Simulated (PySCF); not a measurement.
Compound: CH3ClO2S.
Geometry (PBE0-D3(BJ)/def2-SVP, Å), atoms numbered from 1 in this order:
```xyz
8
CH3ClO2S angstrom
C     -0.0338    2.4809    1.7396
S      1.7056    2.1367    1.8133
O      2.1658    1.7190    0.5093
O      1.9927    1.3786    3.0092
Cl     2.4186    4.0864    2.1283
H     -0.3428    2.8999    2.7040
H     -0.2133    3.1737    0.9096
H     -0.5142    1.5092    1.5564
```

Method: core-valence-separated Tamm–Dancoff BHandHLYP/aug-pcX-1 (pcseg-1 on H, def2-SVPD on Cl, def2-SVPD on S) in PySCF, non-relativistic, gas phase, PBE0-D3(BJ)/def2-SVP geometry. Absolute energies from this functional tend to lie a few eV below measured edges; no shift was applied.

Q: Give energies, oscillator strengths and core holes at the O K edge.

A: 
| E (eV) | f | core hole on | main final orbital |
| --- | --- | --- | --- |
| 530.59 | 0.0569 | O3/O4 | LUMO (2 roots, f summed) |
| 532.73 | 0.0634 | O3/O4 | spread (2 roots, f summed) |
| 534.12 | 0.0515 | O3/O4 | spread (2 roots, f summed) |
| 534.75 | 0.0155 | O3/O4 | LUMO+1 (2 roots, f summed) |
| 535.15 | 0.0139 | O3/O4 | LUMO+7 (2 roots, f summed) |

The first line with a tenth or more of the strongest one's intensity is at 530.59 eV (f = 0.057, sum of 2), with the hole on O3/O4 (sulfonyl oxygen). The strongest listed is at 532.73 eV (f = 0.063, sum of 2; O3/O4).

Q: Give energies, oscillator strengths and core holes at the C K edge.

A: 
```
E (eV)       f  core hole on  main final orbital
284.83  0.0371            C1         LUMO (71 %)
286.94  0.0113            C1       LUMO+1 (64 %)
287.11  0.0174            C1              spread
287.58  0.0352            C1       LUMO+4 (55 %)
287.80  0.0311            C1       LUMO+2 (31 %)
288.68  0.0054            C1       LUMO+3 (49 %)
289.33  0.0008            C1       LUMO+7 (53 %)
```

The first line with a tenth or more of the strongest one's intensity is at 284.83 eV (f = 0.037), with the hole on C1 (S-methyl carbon). It is also the strongest listed.

Roots within 0.03 eV whose holes lie on the same, on equivalent or on shared atoms are summed into one line, and the highest roots are left out, as the search may have cut off their partners. Final orbitals are the ground state's empty Kohn–Sham orbitals.

Only the lowest roots of each edge were sought.

Hardware: an Intel Xeon Platinum 8488C with one thread, on a shared host. Cost: 7.6 s, 0.72 GiB resident at most.
